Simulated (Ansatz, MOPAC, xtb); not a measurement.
Barrier height from CH4O (SMILES CO) + F− to the transition structure CH4FO, without zero-point energy, on the benchmark's geometries as Psi4's copy of the set gives them.
Transition structure (charge -1, multiplicity 1, Z-matrix in Å and degrees):
```
C
H 1 1.0701
H 1 1.0702 2 120.50
H 1 1.0702 2 119.41 3 170.28
F 1 1.7599 2 92.49 4 95.38
O 1 1.9858 2 88.45 4 -82.97
H 6 0.9604 1 104.34 2 -60.90
```
Reactant (charge 0, multiplicity 1):
```xyz
6

C     -0.046     0.663     0.000
O     -0.046    -0.755     0.000
H     -1.087     0.976     0.000
H      0.861    -1.057     0.000
H      0.438     1.072     0.890
H      0.438     1.072    -0.890
```

Open shells are unrestricted; no spin–orbit coupling.

The state that PM6, PM7 reach isn't checked; PM7 holds dispersion and hydrogen-bond terms.

Run with Ansatz (Gaussian basis) for Hartree–Fock, density functionals and correlated methods; MOPAC for PM6, PM7 (differences of heats of formation); xtb for the GFN methods. 

**Question.** One of these levels gives 1.234 eV for the barrier height. Name it.
(A) PM7
(B) GFN2-xTB
(C) HF/cc-pVDZ
(D) PM6

**Answer.** A, PM7. The others give 0.884 (PM6), 0.796 (GFN2-xTB), 0.729 (HF/cc-pVDZ)

Ansatz is an electronic-structure program.
